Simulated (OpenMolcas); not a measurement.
**H2O (water) at 3 levels**

We compute a comparison of 3 runs (UHF/3-21G, PBE/3-21G, r2SCAN/3-21G) of H2O (water). 

The calculation is run with OpenMolcas 26.06.

### Step 1. The system as given

H2O has 3 atoms, charge 0, and is taken as a singlet. As SMILES, `O`. The O1–H2 distance was set to 1.919 Å, away from the relaxed value. At this shape a bond of the SMILES string is far longer than usual.

Bond lengths: O1–H3 0.960 Å.

### Step 2. A single-point energy at UHF/3-21G (run 1)

Input file struct.xyz:

```xyz
3

O     -1.071883    -0.147992    -0.596490
H      0.466500     0.548400     0.315300
H     -0.932983    -1.096792    -0.630590
```

Input file mol.input:

```
* H2O Hartree-Fock
>>> EXPORT MOLCAS_PRINT=2

&GATEWAY
  BasLib=$CurrDir
  Coord=struct.xyz
  Basis=3-21G
  Group=NoSym

&SEWARD

&SCF
  UHF
  Thresholds=1e-10 1e-07 1e-07 1e-05
  Scramble=0.25
  PrOrbitals=1 1
```

The basis set 3-21G is read from a file made from the Basis Set Exchange's data (not shown).

Command:

```console
export MOLCAS_MEM=1860
pymolcas mol.input > mol.log
```

What it wrote:

```text
--- Start Module: gateway ---
[...]
--- Stop Module: gateway /rc=_RC_ALL_IS_WELL_ ---
--- Start Module: seward ---
[...]
      Basis functions           13
--- Stop Module: seward /rc=_RC_ALL_IS_WELL_ ---
--- Start Module: scf ---
[...]
       Convergence after  27 Iterations
[...]
::    Total SCF energy                                -75.4712583248
[...]
      Total spin, S                                     0.5660928716
[...]
      Total electronic charge=   10.000000
      Total            charge=   -0.000000
[...]
      Dipole Moment (debye):
      Origin of the operator (angstrom)=   -0.9780   -0.1621   -0.5474
                   X=  3.9788E-01               Y= -1.9116E+00               Z= -4.8960E-03           Total=  1.9526E+00
      Quadrupole Moment (debye*angstrom):
[...]
--- Stop Module: scf /rc=_RC_ALL_IS_WELL_ ---
[...]
```

Run time: 2 s. Hardware: 1 thread of Arm Neoverse V1, shared host; peak memory 0.37 GiB.

### Step 3. A single-point energy at PBE/3-21G (run 2)

struct.xyz is that of step 2.

Input file mol.inp:

```
>>> EXPORT MOLCAS_PRINT=2

&GATEWAY
 BasLib=$CurrDir
 Coord=struct.xyz
 Basis=3-21G
 Group=NoSym

&SEWARD
 GridInput
 Grid=UltraFine
 End of Grid

&SCF
 KSDFT=PBE
 Thresholds=1e-10 1e-07 1e-07 1e-05
 PrOrbitals=1 1
```

The basis set 3-21G is read from a file made from the Basis Set Exchange's data (not shown).

Command:

```console
export MOLCAS_MEM=1860
pymolcas mol.inp > mol.log
```

What it wrote:

```text
--- Start Module: gateway ---
[...]
--- Stop Module: gateway /rc=_RC_ALL_IS_WELL_ ---
--- Start Module: seward ---
[...]
      Basis functions           13
--- Stop Module: seward /rc=_RC_ALL_IS_WELL_ ---
--- Start Module: scf ---
[...]
       Convergence after  13 Iterations
[...]
::    Total KS-DFT energy                             -75.7396391825
[...]
      Total spin, S                                     0.0000000000
[...]
      Total electronic charge=   10.000000
      Total            charge=   -0.000000
[...]
      Dipole Moment (debye):
      Origin of the operator (angstrom)=   -0.9780   -0.1621   -0.5474
                   X=  1.1291E+00               Y= -1.3367E+00               Z=  4.5656E-01           Total=  1.8083E+00
      Quadrupole Moment (debye*angstrom):
[...]
--- Stop Module: scf /rc=_RC_ALL_IS_WELL_ ---
[...]
```

Wall time 3.3 s (1 thread of Arm Neoverse V1, shared host); peak memory 0.37 GiB.

### Step 4. A single-point energy at r2SCAN/3-21G (run 3)

struct.xyz is that of step 3.

Input file mol.inp:

```
>>> EXPORT MOLCAS_PRINT=2

&GATEWAY
  BasLib = $CurrDir
  Coord = struct.xyz
  Basis = 3-21G
  Group = NoSym

&SEWARD
  GridInput
  Grid=UltraFine
  End of Grid

&SCF
  KSDFT = 2
  1.0 MGGA_X_R2SCAN
  1.0 MGGA_C_R2SCAN
  Thresholds = 1e-10 1e-07 1e-07 1e-05
  PrOrbitals = 1 1
```

The basis set 3-21G is read from a file made from the Basis Set Exchange's data (not shown).

Command:

```console
export MOLCAS_MEM=1860
pymolcas mol.inp > mol.log
```

What it wrote:

```text
--- Start Module: gateway ---
[...]
--- Stop Module: gateway /rc=_RC_ALL_IS_WELL_ ---
--- Start Module: seward ---
[...]
      Basis functions           13
--- Stop Module: seward /rc=_RC_ALL_IS_WELL_ ---
--- Start Module: scf ---
[...]
       Convergence after  14 Iterations
[...]
::    Total KS-DFT energy                             -75.7761384378
[...]
      Total spin, S                                     0.0000000000
[...]
      Total electronic charge=   10.000000
      Total            charge=   -0.000000
[...]
      Dipole Moment (debye):
      Origin of the operator (angstrom)=   -0.9780   -0.1621   -0.5474
                   X=  1.2194E+00               Y= -1.3874E+00               Z=  4.9956E-01           Total=  1.9135E+00
      Quadrupole Moment (debye*angstrom):
[...]
--- Stop Module: scf /rc=_RC_ALL_IS_WELL_ ---
[...]
```

It took 4.2 s on 1 thread of Arm Neoverse V1, shared host; peak memory 0.37 GiB.

### Step 5. All runs side by side

```csv
run,level,scramble,integration grid,energy (Eh),dipole moment (D),HOMO energy (eV),LUMO energy (eV),wall time
1,UHF/3-21G,0.25,–,-75.471258,1.95,-12.91,3.74,2 s
2,PBE/3-21G,–,UltraFine,-75.739639,1.81,-5.25,-4.32,3.3 s
3,r2SCAN/3-21G,–,UltraFine,-75.776138,1.91,-5.84,-4.34,4.2 s
```

### Step 6. Summary of results

```
            quantity         value
 run 3: total energy  -75.77614 Eh
run 3: dipole moment        1.91 D
  run 3: HOMO energy      -5.84 eV
  run 3: LUMO energy      -4.34 eV
run 3: HOMO–LUMO gap       1.50 eV
```

**Reading.** The dipole moment (its size) runs from 1.81 D (PBE/3-21G) to 1.95 D (UHF/3-21G). The HOMO–LUMO gap runs from 0.94 eV (PBE/3-21G) to 16.65 eV (UHF/3-21G). Totals of different functionals can't be ranked against each other. In runs 2, 3 a closed-shell determinant meets a far-stretched bond, which it describes badly. Spin contamination of the reference: run 1 ⟨S²⟩ = 0.89. Where it is this large, the reference is a mixture of spin states, and values that rest on it are in doubt. All runs together took 9.6 s, the longest 4.2 s.
